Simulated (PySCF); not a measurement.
**SO2 (sulfur dioxide) at 6 levels**

Aim: a comparison of 6 runs (B3LYP/6-31G*, BLYP/def2-TZVPP, CAM-B3LYP/def2-TZVPP, PBE/def2-TZVPP, r2SCAN/def2-TZVPP, CCSD(T)/def2-TZVPP) of SO2 (sulfur dioxide). The job is set up through a Python script.

The calculation is run with PySCF 2.14.0.

2 further runs of the same task are left out: 2 set aside as unsound or not needed.

## Step 1: The system as given

SO2: 3 atoms, total charge 0, spin state singlet. As SMILES, `O=S=O`. Geometry: relaxed at PBE0-D4/def2-TZVP.

Bond lengths: O1–S2 1.431 Å, S2–O3 1.431 Å. Angles: O1–S2–O3 118.9°.

## Step 2: A single-point energy at B3LYP/6-31G(d) (spherical functions) (run 1)

The input, calc.py:

```python
# O=S=O
from pyscf import gto, dft

mol = gto.M(
    atom='O -0.974420 0.645900 -0.459510; S 0.269520 0.357380 0.186790; O 0.704900 -1.003280 0.272720',
    charge=0,
    basis='6-31g*',
    max_memory=1860,
    spin=0,
    verbose=3,
)

ks = dft.RKS(mol)
ks.xc = 'b3lyp'
ks.grids.level = 5
ks.conv_tol = 1e-10
ks.kernel()
if not ks.converged:
    ks = ks.newton().run(ks.mo_coeff, ks.mo_occ)

e_final = ks.e_tot
print('E(%s) = %.9f' % ('B3LYP', e_final))
```

The run is started by

```
OMP_NUM_THREADS=1 python calc.py
```

The log of the run:

```text
converged SCF energy = -548.579367454682
E(B3LYP) = -548.579367455
```

Wall time 4.2 s (1 thread of Arm Neoverse V2, shared host); peak memory 0.26 GiB.

## Step 3: The energy at BLYP/def2-TZVPP (run 2)

The input, input.py:

```python
# O=S=O
from pyscf import gto, dft

system = gto.Mole()
system.atom = '''
O     -1.841387     1.220574    -0.868348
S      0.509319     0.675350     0.352982
O      1.332068    -1.895924     0.515366
'''
system.spin = 0
system.unit = 'bohr'
system.verbose = 3
system.basis = 'def2-tzvpp'
system.max_memory = 1860
system.charge = 0
system.build()

ks = dft.RKS(system)
ks.xc = 'blyp'
ks.conv_tol = 1e-10
ks.grids.level = 5
ks.kernel()
if not ks.converged:
    ks = ks.newton().run(ks.mo_coeff, ks.mo_occ)

e_final = ks.e_tot
print(f'total energy: {e_final:.8f} hartree')
```

The run is started by

```
OMP_NUM_THREADS=1 python input.py
```

The log of the run:

```text
converged SCF energy = -548.706534865154
total energy: -548.70653487 hartree
```

Run time: 9.6 s. Hardware: 1 thread of Arm Neoverse V2, shared host; peak memory 0.52 GiB.

## Step 4: A single-point energy at CAM-B3LYP/def2-TZVPP (run 3)

The input, input.py:

```python
# O=S=O
from pyscf import gto, dft

system = gto.M(
    atom='''
O     -1.841387     1.220574    -0.868348
S      0.509319     0.675350     0.352982
O      1.332068    -1.895924     0.515366
''',
    max_memory=1860,
    unit='bohr',
    spin=0,
    verbose=3,
    basis='def2-tzvpp',
    charge=0,
)

mf = dft.RKS(system)
mf.xc = 'cam-b3lyp'
mf.grids.level = 5
mf.conv_tol = 1e-10
mf.kernel()
if not mf.converged:
    mf = mf.newton().run(mf.mo_coeff, mf.mo_occ)

etot = mf.e_tot
print('E = %.10f Eh' % etot)
```

The run is started by

```
OMP_NUM_THREADS=1 python input.py
```

The log of the run:

```text
converged SCF energy = -548.67241658395
E = -548.6724165840 Eh
```

It took 16 s on 1 thread of Arm Neoverse V2, shared host; peak memory 0.52 GiB.

Runs 4 to 5 aren't shown in full; the table further down has their settings and results.

## Step 5: A single-point energy at CCSD(T)/def2-TZVPP (run 6)

The input, calc.py:

```python
# O=S=O
from pyscf import gto, scf, cc

system = gto.M(
    atom='''
O       -0.974420       0.645900      -0.459510
S        0.269520       0.357380       0.186790
O        0.704900      -1.003280       0.272720
''',
    spin=0,
    basis='def2-tzvpp',
    max_memory=1860,
    verbose=3,
)

hf = scf.RHF(system)
hf.conv_tol = 1e-10
hf.kernel()
if not hf.converged:
    hf = hf.newton().run(hf.mo_coeff, hf.mo_occ)

mycc = cc.CCSD(hf, frozen=7)
mycc.kernel()
e_t = mycc.ccsd_t()
e_tot = mycc.e_tot + e_t
print('E(%s) = %.9f' % ('CCSD(T)', e_tot))
```

The run is started by

```
OMP_NUM_THREADS=1 python calc.py
```

The log of the run:

```text
converged SCF energy = -547.303107130122
E(CCSD) = -547.9510816952367  E_corr = -0.647974565114223
CCSD(T) correction = -0.0331339205348443
E(CCSD(T)) = -547.984215616
```

It took 41 s on 1 thread of Arm Neoverse V2, shared host; peak memory 0.68 GiB.

## Step 6: The series

```tsv
run	level	integration grid	frozen core orbitals	energy (Eh)	dipole moment (D) of the reference	HOMO energy (eV)	LUMO energy (eV)	wall time
1	B3LYP/6-31G* (spherical functions)	5	–	-548.579367	1.71	-8.96	-3.32	4.2 s
2	BLYP/def2-TZVPP	5	–	-548.706535	1.61	-7.83	-4.15	9.6 s
3	CAM-B3LYP/def2-TZVPP	5	–	-548.672417	1.81	-11.03	-2.16	16 s
4	PBE/def2-TZVPP	5	–	-548.400573	1.54	-7.91	-4.25	9.6 s
5	r2SCAN/def2-TZVPP	5	–	-548.615078	1.58	-8.25	-4.25	22 s
6	CCSD(T)/def2-TZVPP	–	7	-547.984216	2.11	-13.49	0.42	41 s
```

## Step 7: Summary of results

```
                                          quantity          value
                               run 6: total energy  -547.98422 Eh
       run 6: dipole moment (Hartree–Fock density)         2.11 D
        run 6: HOMO energy (Hartree–Fock orbitals)      -13.49 eV
        run 6: LUMO energy (Hartree–Fock orbitals)        0.42 eV
      run 6: HOMO–LUMO gap (Hartree–Fock orbitals)       13.91 eV
run 6: correlation energy (7 core orbitals frozen)     -681.1 mEh
                             run 6: (T) correction     -33.13 mEh
                              run 6: T1 diagnostic          0.021
```

Over runs 1, 2, 3, 4, 5 the dipole moment (its size) runs from 1.54 D (PBE/def2-TZVPP) to 1.81 D (CAM-B3LYP/def2-TZVPP). Over runs 1, 2, 3, 4, 5 the HOMO–LUMO gap runs from 3.65 eV (PBE/def2-TZVPP) to 8.86 eV (CAM-B3LYP/def2-TZVPP). Totals of different functionals can't be ranked against each other. All runs together took 1.7 min, the longest 41 s.
